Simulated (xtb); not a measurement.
xtb input (GFN2-xTB):

```bash
xtb mol.xyz --gfn 2 --ohess tight --chrg -1 --uhf 0
```
mol.xyz:
```
5

C     -0.37564152     0.05510095     0.00914747
C      0.76932900    -0.56681851    -0.03702837
F     -1.50462945    -0.65856219    -0.03134004
H     -0.56092279     1.08606281     0.03164655
H      1.71859323     0.10254674     0.01579980
```

Output:

```
           -------------------------------------------------
          |                Calculation Setup                |
           -------------------------------------------------

           -------------------------------------------------
          |                 G F N 2 - x T B                 |
           -------------------------------------------------

        Reference                      10.1021/acs.jctc.8b01176
      * Hamiltonian:
        H0-scaling (s, p, d)           1.850000    2.230000    2.230000
        zeta-weighting                 0.500000
      * Dispersion:
        s8                             2.700000
        a1                             0.520000
        a2                             5.000000
        s9                             5.000000
      * Repulsion:
        kExp                           1.500000    1.000000
        rExp                           1.000000
      * Coulomb:
        alpha                          2.000000
        third order                    shell-resolved
        anisotropic                    true
        a3                             3.000000
        a5                             4.000000
        cn-shift                       1.200000
        cn-exp                         4.000000
        max-rad                        5.000000

          ...................................................
          :                      SETUP                      :
          :.................................................:
          :  # basis functions                  14          :
          :  # atomic orbitals                  14          :
          :  # shells                            8          :
          :  # electrons                        18          :
          :  max. iterations                   250          :
          :  Hamiltonian                  GFN2-xTB          :
          :  restarted?                      false          :
          :  GBSA solvation                  false          :
          :  PC potential                    false          :
          :  electronic temp.          300.0000000     K    :
          :  accuracy                    1.0000000          :
          :  -> integral cutoff          0.2500000E+02      :
          :  -> integral neglect         0.1000000E-07      :
          :  -> SCF convergence          0.1000000E-05 Eh   :
          :  -> wf. convergence          0.1000000E-03 e    :
          :  Broyden damping             0.4000000          :
          :  net charge                         -1          :
          :  unpaired electrons                  0          :
          ...................................................

 iter      E             dE          RMSdq      gap      omega  full diag
   1    -10.0925983 -0.100926E+02  0.640E+00    4.91       0.0  T
   2    -10.1457039 -0.531056E-01  0.615E+00    3.67       1.0  T
   3    -10.1875060 -0.418021E-01  0.344E+00    3.99       1.0  T
   4    -10.1890314 -0.152548E-02  0.423E-01    4.08       1.0  T
   5    -10.1891284 -0.969621E-04  0.355E-01    4.04       1.0  T
   6    -10.1894220 -0.293560E-03  0.663E-02    4.08       1.0  T
[...]
                 x           y           z       tot (Debye)
 q only:        0.271       0.585       0.029
   full:        0.120       1.293       0.057       3.303
molecular quadrupole (traceless):
                xx          xy          yy          xz          yz          zz
 q only:       -5.111      -0.786       1.197      -0.064      -0.116       3.915
  q+dip:       -4.548      -0.654       0.582      -0.056      -0.148       3.966
   full:       -4.599       0.135      -0.067      -0.027      -0.200       4.666

           -------------------------------------------------
          |                Geometry Summary                 |
           -------------------------------------------------

      molecular mass/u    :       45.0357565
   center of mass at/Å    :       -0.4908322      -0.4011566      -0.0203237
  moments of inertia/u·Å² :        0.6653250E+01   0.4781725E+02   0.5447050E+02
rotational constants/cm⁻¹ :        0.2533744E+01   0.3525429E+00   0.3094818E+00

 * 1 selected distances

     #   Z          #   Z                                           value/Å
     1   6 C        2   6 C                                       1.3118183 (max)

 * 1 distinct bonds (by element types)

   Z      Z             #   av. dist./Å        max./Å        min./Å
   6 C    6 C           1     1.3118183     1.3118183     1.3118183

           -------------------------------------------------
          |               Frequency Printout                |
           -------------------------------------------------
 projected vibrational frequencies (cm⁻¹)
eigval :       -0.00    -0.00     0.00     0.00     0.00     0.00
eigval :      475.91   668.19   730.34   928.33  1063.57  1285.39
eigval :     1561.10  2387.78  2536.66
 reduced masses (amu)
   1: 14.96   2: 12.00   3: 13.18   4: 13.91   5: 14.42   6: 10.87   7: 12.26   8:  5.49
   9: 13.42  10:  2.56  11:  4.51  12:  2.56  13: 11.43  14:  1.55  15:  1.99
 IR intensities (km·mol⁻¹)
   1: 12.02   2: 28.72   3: 22.67   4:  0.87   5: 20.09   6:  3.56   7: 13.88   8:  0.49
   9:227.59  10:  5.76  11: 43.85  12: 59.17  13:130.72  14:736.52  15:594.41
 Raman intensities (Ä⁴*amu⁻¹)
   1:  0.00   2:  0.00   3:  0.00   4:  0.00   5:  0.00   6:  0.00   7:  0.00   8:  0.00
   9:  0.00  10:  0.00  11:  0.00  12:  0.00  13:  0.00  14:  0.00  15:  0.00
 output can be read by thermo (or use thermo option).
 writing <g98.out> molden fake output.
 recommended (thermochemical) frequency scaling factor: 1.0
           -------------------------------------------------
          |             Thermodynamic Functions             |
           -------------------------------------------------

cs  symmetry found (for desy threshold:  0.10E+00) used in thermo

          ...................................................
          :                      SETUP                      :
          :.................................................:
          :  # frequencies                           9      :
          :  # imaginary freq.                       0      :
          :  linear?                             false      :
          :  only rotor calc.                    false      :
          :  symmetry                               cs      :
          :  rotational number                       1      :
          :  scaling factor                  1.0000000      :
          :  rotor cutoff                   50.0000000 cm⁻¹ :
Note: The following floating-point exceptions are signalling: IEEE_DENORMAL
normal termination of xtb
          :  imag. cutoff                  -20.0000000 cm⁻¹ :
          :.................................................:

    mode    ω/cm⁻¹     T·S(HO)/kcal·mol⁻¹    T·S(FR)/kcal·mol⁻¹   T·S(vib)
   ------------------------------------------------------------------------
   ------------------------------------------------------------------------

   temp. (K)  partition function   enthalpy   heat capacity  entropy
                                   cal/mol     cal/K/mol   cal/K/mol   J/K/mol
 298.15  VIB   1.22                  353.185      3.962      1.575
         ROT  0.101E+05              888.752      2.981     21.295
         INT  0.122E+05             1241.938      6.943     22.870
         TR   0.292E+27             1481.254      4.968     37.323
         TOT                        2723.1916    11.9112    60.1937   251.8503

       T/K    H(0)-H(T)+PV         H(T)/Eh          T*S/Eh         G(T)/Eh
   ------------------------------------------------------------------------
    298.15    0.433968E-02    0.308513E-01    0.286000E-01    0.225135E-02
   ------------------------------------------------------------------------

         :::::::::::::::::::::::::::::::::::::::::::::::::::::
         ::                  THERMODYNAMIC                  ::
         :::::::::::::::::::::::::::::::::::::::::::::::::::::
         :: total free energy         -10.097820614746 Eh   ::
         ::.................................................::
         :: total energy              -10.100071959922 Eh   ::
         :: zero point energy           0.026511613408 Eh   ::
         :: G(RRHO) w/o ZPVE           -0.024260268231 Eh   ::
         :: G(RRHO) contrib.            0.002251345176 Eh   ::
         :::::::::::::::::::::::::::::::::::::::::::::::::::::

optimized geometry written to: xtbopt.xyz

           -------------------------------------------------
          | TOTAL ENERGY              -10.100071959922 Eh   |
          | TOTAL ENTHALPY            -10.069220664471 Eh   |
          | TOTAL FREE ENERGY         -10.097820614746 Eh   |
          | GRADIENT NORM               0.000077692067 Eh/α |
          | HOMO-LUMO GAP               4.264028559359 eV   |
           -------------------------------------------------

------------------------------------------------------------------------
------------------------------------------------------------------------
 total:
 SCF:
 ANC optimizer:
 analytical hessian:
```

It need not be the lowest isomer of its formula. Whether it binds its extra electron was not tested at this geometry.
